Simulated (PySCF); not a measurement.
Ionisation and electron attachment of `C/C=C/C` (C4H8)

Molecule: `C/C=C/C` (C4H8). Numbering: `[CH3:1]/[CH:2]=[CH:3]/[CH3:4]`

Level of theory: PBE0-D3(BJ)/ma-def2-TZVP single points in PySCF, grid level 2; every species was optimised with PBE0-D3(BJ)/ma-def2-SVP. The prefix ma- adds one diffuse s and one diffuse p function on all atoms but H. Zero-point and thermal terms (298.15 K, 1 bar) come from unscaled PBE0-D3(BJ)/ma-def2-SVP harmonic frequencies, with soft modes damped to free rotors in the entropy.

Frontier levels of the parent: HOMO -6.88 eV, LUMO 0.28 eV.

Oxidation to the radical cation:
- Vertical ionisation energy (electronic): 9.02 eV
- Adiabatic ionisation energy (with zero-point energy): 8.71 eV
- Adiabatic, electronic part: 8.79 eV
- Vertical gap at the product's structure: 8.49 eV
- Inner reorganisation energy (four-point): 525 meV
- Relaxation of product / of parent: 228 / 298 meV
- ⟨S²⟩ of the product: 0.753
- Largest spin populations: C2 0.42, C3 0.42
- Largest changes of atomic charge: C3 0.23, C2 0.23, H (on C1) 0.08, H (on C4) 0.08
- Distances that move most (Å): C2–C3 1.338 → 1.414; C1–C2 1.493 → 1.450; C3–C4 1.493 → 1.450; C1–H 1.103 → 1.111
- Potential in acetonitrile: 6.24 V absolute, 1.83 V against Fc+/Fc computed at 4.40 V (solvation -6 → -241 kJ/mol)
- Potential in THF: 6.50 V absolute, 1.90 V against Fc+/Fc computed at 4.60 V (solvation -5 → -214 kJ/mol)

Vertical electron affinity to the radical anion: -0.93 eV. The extra electron is not bound at this structure, the number hangs on the basis, and the ion was not relaxed.

Solvents are IEF-PCM continua (electrostatics only, gas-phase structures); absolute potentials refer to an electron at rest in vacuum. Fc+/Fc in acetonitrile, 4.40 V, is PBE0-D3(BJ)/ma-def2-TZVP on PBE0-D3(BJ)/def2-SVP structures with GFN2-xTB thermal terms. Benchmark calculations put it near 5.0 V in acetonitrile and DMSO, so it is about 0.6 V low, and the value against it can read up to that much too high. Fc+/Fc in THF, 4.60 V, is PBE0-D3(BJ)/ma-def2-TZVP on PBE0-D3(BJ)/def2-SVP structures with GFN2-xTB thermal terms. Benchmark calculations put it near 5.0 V in acetonitrile and DMSO, so it is about 0.4 V low, and the value against it can read up to that much too high.

Measured values (NIST Chemistry WebBook, evaluated or the median of agreeing entries): adiabatic ionisation energy 9.10 eV (computed 8.71, difference -0.39).

Hardware: 1 thread of AMD EPYC, shared with other jobs. Command: `OMP_NUM_THREADS=1 python redox_run.py task.json out`. Structures, frequencies and single points: 16 min.

Differences come from unrounded values, so a last digit can differ from that of the printed terms.
